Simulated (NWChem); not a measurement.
Everything below was run with NWChem. System: F, charge 0, spin multiplicity 2. Its SCF solution wasn't tested for a lower state. Level: UMP2/def2-TZVP, 1 core orbitals frozen.

Input file:

```
start mol
memory heap 200 mb stack 900 mb global 1100 mb
geometry units angstroms nocenter noautoz
  F      0.000000     0.000000     0.000000
  symmetry group D2h
end
basis spherical
  * library def2-tzvp
end
scf
  uhf
  nopen 1
  maxiter 100
  thresh 1e-7
  semidirect memsize 60000000 filesize 0
  # guess.movecs holds the orbitals of an unrestricted PBE0 run
  vectors input guess.movecs output mol.movecs
end
mp2
  freeze core 1
end
task mp2 energy
```

Part of the output:

```
             Northwest Computational Chemistry Package (NWChem) 7.3.0
             --------------------------------------------------------

                                NWChem Input Module
                                -------------------

 Scaling coordinates for geometry "geometry" by  1.889725989
 (inverse scale =  0.529177249)

                             Geometry "geometry" -> ""
                             -------------------------

 Output coordinates in angstroms (scale by  1.889725989 to convert to a.u.)

  No.       Tag          Charge          X              Y              Z
 ---- ---------------- ---------- -------------- -------------- --------------
    1 F                    9.0000     0.00000000     0.00000000     0.00000000

 Effective nuclear repulsion energy (a.u.)       0.0000000000

            Nuclear Dipole moment (a.u.)
            ----------------------------
        X                 Y               Z
 ---------------- ---------------- ----------------
     0.0000000000     0.0000000000     0.0000000000

      Symmetry information
      --------------------

 Group name             D2h
 Group number             26
 Group order               8
 No. of unique centers     1

      Symmetry unique atoms

     1


 Summary of "ao basis" -> "" (spherical)
 ------------------------------------------------------------------------------
       Tag                 Description            Shells   Functions and Types
 ---------------- ------------------------------  ------  ---------------------
 *                         def2-tzvp                  on all atoms

 Summary of "ao basis" -> "ao basis" (spherical)
 ------------------------------------------------------------------------------
       Tag                 Description            Shells   Functions and Types
 ---------------- ------------------------------  ------  ---------------------
 F                         def2-tzvp                11       31   5s3p2d1f

                                 NWChem SCF Module
                                 -----------------

  ao basis        = "ao basis"
  functions       =    31
  atoms           =     1
  alpha electrons =     5
  beta  electrons =     4
  charge          =   0.00
  wavefunction    = UHF
  use symmetry    = T
  symmetry adapt  = T

 Summary of "ao basis" -> "ao basis" (spherical)
 ------------------------------------------------------------------------------
       Tag                 Description            Shells   Functions and Types
 ---------------- ------------------------------  ------  ---------------------
 F                         def2-tzvp                11       31   5s3p2d1f

      Symmetry analysis of basis
      --------------------------

        ag          9
        au          1
        b1g         2
        b1u         5
        b2g         2
        b2u         5
        b3g         2
        b3u         5

 Forming initial guess at       0.0s

   Symmetry analysis of molecular orbitals - initial alpha
   -------------------------------------------------------

  Numbering of irreducible representations:

     1 ag          2 au          3 b1g         4 b1u         5 b2g
     6 b2u         7 b3g         8 b3u

  Orbital symmetries:

     1 ag          2 ag          3 b3u         4 b1u         5 b2u
     6 ag          7 b3u         8 b2u         9 b1u        10 ag
    11 b2g        12 b1g        13 b3g        14 ag         15 b3u

   Symmetry analysis of molecular orbitals - initial beta
[...]
  Mulliken analysis of the total density
  --------------------------------------

    Atom       Charge   Shell Charges
 -----------   ------   -------------------------------------------------------
    1 F    9     9.00   0.77  1.20  0.63  1.03  0.36  2.17  2.03  0.80  0.00  0.00  0.00

  Mulliken analysis of the alpha density
  --------------------------------------

    Atom       Charge   Shell Charges
 -----------   ------   -------------------------------------------------------
    1 F    9     5.00   0.39  0.60  0.33  0.52  0.16  1.32  1.23  0.45  0.00  0.00  0.00

   Mulliken analysis of the beta density
   -------------------------------------

    Atom       Charge   Shell Charges
 -----------   ------   -------------------------------------------------------
    1 F    9     4.00   0.39  0.60  0.31  0.51  0.20  0.84  0.80  0.36  0.00  0.00  0.00

   Mulliken analysis of the spin density
   -------------------------------------

    Atom       Charge   Shell Charges
 -----------   ------   -------------------------------------------------------
    1 F    9     1.00   0.00 -0.00  0.02  0.02 -0.03  0.48  0.43  0.09 -0.00 -0.00  0.00

       Multipole analysis of the density wrt the origin
       ------------------------------------------------

     L   x y z        total         alpha         beta         nuclear
     -   - - -        -----         -----         ----         -------
     0   0 0 0     -0.000000     -5.000000     -4.000000      9.000000

     1   1 0 0     -0.000000     -0.000000      0.000000      0.000000
     1   0 1 0     -0.000000     -0.000000     -0.000000      0.000000
     1   0 0 1      0.000000      0.000000      0.000000      0.000000

     2   2 0 0     -2.947143     -1.895786     -1.051358      0.000000
     2   1 1 0     -0.000000     -0.000000     -0.000000      0.000000
     2   1 0 1      0.000000      0.000000      0.000000      0.000000
     2   0 2 0     -3.626210     -1.900725     -1.725485      0.000000
     2   0 1 1     -0.000000     -0.000000     -0.000000      0.000000
     2   0 0 2     -3.626210     -1.900725     -1.725485      0.000000

                   NWChem MP2 Semi-direct Energy/Gradient Module
                   ---------------------------------------------

  Basis functions       =     31
  Molecular orbitals    =     31
  Frozen core           =      1
  Frozen virtuals       =      0
  Active alpha occupied =      4
  Active beta occupied  =      3
  Active alpha virtual  =     26
  Active beta virtual   =     27
  Use MO symmetry       = T
  Use skeleton AO sym   = T

  AO/Fock/Back tols     =   1.0D-09  1.0D-09  1.0D-09

 GA uses MA = F    GA memory limited = T

 Available:
  local mem=  1.26D+08
 global mem=  1.44D+08
 local disk=  0.00D+00
  mp2_memr nvloc                    26
  nvloc new                    26
   1 passes of   4:        3145728                       7158                    177079.
   1 passes of   4: M    126154738           G      144177278           F     123009010.

 Semi-direct pass number   1 of   1  for UHF alpha       at        0.1s
  vrange nnbf                   496
  mp2_eaftype                    10  avail_ma_in_mb                  1099
 EAF : mp2_eaftype filesize          10      88539.
  mp2_eaf for mointskh                     10
Node 0 wrote      0.4 Mb in      0.0 s     Agg I/O rate:  2607.7 Mb/s
 Done moints_semi at        0.2s
  mp2_eaftype                    10  avail_ma_in_mb                  1089
 EAF : mp2_eaftype filesize          10      88539.
  mp2_eaf for kh                    10
 Done maket at        0.2s
 Done multipass loop at        0.2s

 GA uses MA = F    GA memory limited = T

 Available:
  local mem=  1.26D+08
 global mem=  1.44D+08
 local disk=  0.00D+00
  mp2_memr nvloc                    27
  nvloc new                    27
   1 passes of   3:        3145728                       6008                    138292.
   1 passes of   3: M    126154738           G      144177278           F     123009010.

 Semi-direct pass number   1 of   1  for UHF beta        at        0.2s
  vrange nnbf                   496
  mp2_eaftype                    10  avail_ma_in_mb                  1099
 EAF : mp2_eaftype filesize          10      69146.
  mp2_eaf for mointskh                     10
Node 0 wrote      0.3 Mb in      0.0 s     Agg I/O rate:  2771.6 Mb/s
 Done moints_semi at        0.2s
  mp2_eaftype                    10  avail_ma_in_mb                  1089
 EAF : mp2_eaftype filesize          10      69146.
  mp2_eaf for kh                    10
 Done maket at        0.2s
 Done multipass loop at        0.2s

          -------------------------------------------
          SCF energy                 -99.411798500381
          Correlation energy          -0.197790940394
          Singlet pairs                0.000000000000
          Triplet pairs                0.000000000000
          Total MP2 energy           -99.609589440775
          -------------------------------------------

          ---------------------------------------------------
                    Spin Component Scaled (SCS) MP2
          Same spin pairs                     -0.047881889597
          Same spin scaling factor             0.333333333333
          Opposite spin pairs                 -0.149909050797
          Opposite spin scaling fact.          1.200000000000
          SCS-MP2 correlation energy          -0.195851490822
          Total SCS-MP2 energy               -99.607649991202
          ---------------------------------------------------

 -----------------------
 Performance information
 -----------------------

 Timer overhead =  1.38D-07 seconds/call

               Nr. of calls         CPU time (s)                 Wall time (s)                GFlops
             ---------------    -------------------     ------------------------------   -------------------
Name         Min   Avg   Max    Min     Avg     Max     Min     Avg     Max   Mx/calls   Min     Max     Sum
mp2: moin     2     2     2   0.12    0.12    0.12     0.12    0.12    0.12    5.78E-2   0.0     0.0     0.0
mp2: make     2     2     2   4.41E-3 4.41E-3 4.41E-3  4.41E-3 4.41E-3 4.41E-3 2.21E-3   0.0     0.0     0.0
mp2: tota     1     1     1   0.16    0.16    0.16     0.16    0.16    0.16    0.16      0.0     0.0     0.0

 The average no. of pstat calls per process was 5.00D+00
 with a timing overhead of 6.88D-07s

 Task  times  cpu:        0.2s     wall:        0.2s

 Total times  cpu:        0.2s     wall:        0.2s
```
